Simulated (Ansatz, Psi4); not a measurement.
Molecule: methanidylidynesulfanium, CS, charge 0, multiplicity 1. SMILES: [C-]#[S+]
Coordinates optimised at B3LYP-D3(BJ)/def2-TZVP (Ansatz, an electronic-structure program):
```
C
S 1 1.5320
```

Property: vertical triplet-singlet gap, E(triplet) - E(singlet), in eV. Conventions: each state is the SCF solution reached for its charge and spin; open shells spin-unrestricted; 6-311+G** with 5d, 6d on Na to Ar in Ansatz; frozen cores in correlated levels; spin-orbit terms left out; 6-31G* and kin with 6d, 5d where marked; non-relativistic. Ab initio and DFT rows: single points at B3LYP-D3(BJ) geometries (Ansatz). A UHF reference is markedly spin-contaminated in at least one set, which strains HF and MP2. Levels can end on unlike triplets.

```tsv
level	program	vertical triplet-singlet gap, E(triplet) - E(singlet) (eV)
HF/6-31G*	Ansatz	2.27
HF/6-311+G**	Ansatz	2.33
B3LYP/STO-3G	Ansatz	3.64
B3LYP/3-21G	Ansatz	3.34
B3LYP/6-31G*	Ansatz	3.37
wB97X-D/6-31G*	Psi4	3.33
MP2/6-31G*	Ansatz	3.93
B3LYP/def2-TZVPD	Ansatz	3.32
```

No value to compare with is used here. The 7 habitual levels span 2.27 (HF/6-31G*) to 3.93 eV (MP2/6-31G*); B3LYP/def2-TZVPD gives 3.32.

The levels are drawn from those run, B3LYP/6-31G* more often than the rest, none by its result; runs whose electronic state is in doubt are left out.
